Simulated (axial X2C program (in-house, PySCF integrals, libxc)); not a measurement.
# Worked dissociation energy of BN⁻: r2SCAN0, spin-free

All values were computed with an in-house all-electron X2C program for linear molecules (integrals from PySCF). Spin-free means the one-electron spin-free X2C Hamiltonian. Basis: N dyall-av3z [7s7p3d2f], B dyall-av3z [8s7p3d2f] (cores contracted in-house); Gaussian nuclei, density fitting, unrestricted open shells. Masses: N 14.003 u, B 11.009 u.

Molecular state: M_S = 1/2, Λ = 0 (beyond evenly filled blocks: σα).

```
E(N) (2M_S = 3, M_L = 0)  : -54.613430 hartree
E(B-) (2M_S = 2, M_L = 0) : -24.664600 hartree
E(BN⁻) at Re              : -79.529376 hartree
ωe                        : 1772.2 cm⁻¹
ωexe                      : 10.7 cm⁻¹
```

(1) Work out De and D0.

The state is a single determinant with fixed occupations, the lowest that a limited PBE0 search found. Dissociation energies refer to the lowest single-determinant-based atoms at the same level and basis.

Each atomic determinant is the lowest at this level and need not be a pure term. Totals compare only within one Hamiltonian and basis.

Results:

(1) De = -54.613430 + (-24.664600) − (-79.529376) = 0.25135 hartree = 6.839 eV. The zero-point energy is ωe/2 − ωexe/4 = 883 cm⁻¹ = 0.110 eV, so D0 = 6.730 eV.
